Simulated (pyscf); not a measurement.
## Addition across a multiple bond or ene-type step: `[CH]#[N]` + `[CH]#[CH]` → `[C]=[CH][CH]=[NH]` [singlet]

Gas phase, singlet surface, charge 0. Bonds broken: C4–H6. Bonds formed: C1–C5, N2–H6. Structures and frequencies: ωB97X-D3(BJ)/def2-SVP in PySCF. MP2 and CC: frozen core, UHF for open shells. ΔMP2 is the change of the MP2 total energy from the triple- to the quadruple-zeta basis.

Transition state (Å):

```xyz
7

C      1.5044    -0.1578     0.3683
N      1.3571    -0.0589    -0.8093
H      2.1105    -0.2837     1.2626
C     -0.7697     0.0689     0.4697
C     -0.4434    -0.0492     1.6622
H      0.1910     0.0615    -0.8157
H     -0.2799    -0.1414     2.7250
```

One imaginary mode, 1635i cm⁻¹; descent along it reached the two sides named.

| bond | change | reactant side (Å) | saddle | product side |
|---|---|---|---|---|
| C4–H6 | breaks | 1.078 | 1.605 | 3.3 |
| C1–C5 | forms | 3.8 | 2.341 | 1.464 |
| N2–H6 | forms | 4.0 | 1.172 | 1.026 |

Electronic energies relative to the separated reactants (eV):

```json
[
 {"level": "ωB97X-D3(BJ)/def2-TZVP", "barrier": "3.53", "reaction energy": "+1.32", "reverse barrier": "2.22"},
 {"level": "PBE/def2-TZVP", "barrier": "3.05", "reaction energy": "+1.31", "reverse barrier": "1.75"},
 {"level": "r²SCAN/def2-TZVP", "barrier": "3.19", "reaction energy": "+1.32", "reverse barrier": "1.88"},
 {"level": "B3LYP-D3(BJ)/def2-TZVP", "barrier": "3.39", "reaction energy": "+1.38", "reverse barrier": "2.01"},
 {"level": "PBE0-D3(BJ)/def2-TZVP", "barrier": "3.25", "reaction energy": "+1.20", "reverse barrier": "2.05"},
 {"level": "M06-2X/def2-TZVP", "barrier": "3.54", "reaction energy": "+1.55", "reverse barrier": "1.99"},
 {"level": "ωB97M-D3(BJ)/def2-TZVP", "barrier": "3.51", "reaction energy": "+1.41", "reverse barrier": "2.10"},
 {"level": "HF/def2-TZVP", "barrier": "4.35", "reaction energy": "+1.39", "reverse barrier": "2.96"},
 {"level": "MP2/def2-QZVPP", "barrier": "3.74", "reaction energy": "+2.00", "reverse barrier": "1.75"},
 {"level": "CCSD/def2-TZVPP", "barrier": "3.85", "reaction energy": "+1.59", "reverse barrier": "2.26"},
 {"level": "CCSD(T)/def2-TZVPP", "barrier": "3.63", "reaction energy": "+1.61", "reverse barrier": "2.01"},
 {"level": "CCSD(T)/def2-TZVPP + ΔMP2(QZVPP)", "barrier": "3.61", "reaction energy": "+1.60", "reverse barrier": "2.01"}
]
```

With CCSD(T)/def2-TZVPP + ΔMP2(QZVPP) energies and thermal terms (ideal gas, 1 atm, RRHO with modes under 100 cm⁻¹ raised to 100, one conformer, R ln 2 for rigid chiral ones), in eV:

| T (K) | ΔH‡ | ΔG‡ | ΔH | ΔG |
|---|---|---|---|---|
| 298 | 3.52 | 3.88 | +1.68 | +2.04 |
| 600 | 3.51 | 4.24 | +1.67 | +2.42 |
| 900 | 3.51 | 4.61 | +1.67 | +2.79 |
| 1200 | 3.52 | 4.98 | +1.69 | +3.16 |

:C=CH–CH=NH [singlet] lies 3.41 eV over its isomer H₂C=CH–C≡N, and others may lie lower still (electronic energy, ωB97M-D3(BJ)). This is the saddle that the search found; another between the same sides may lie lower. The CCSD(T) − MP2 part came from Ansatz, without density fitting, on the same reference.
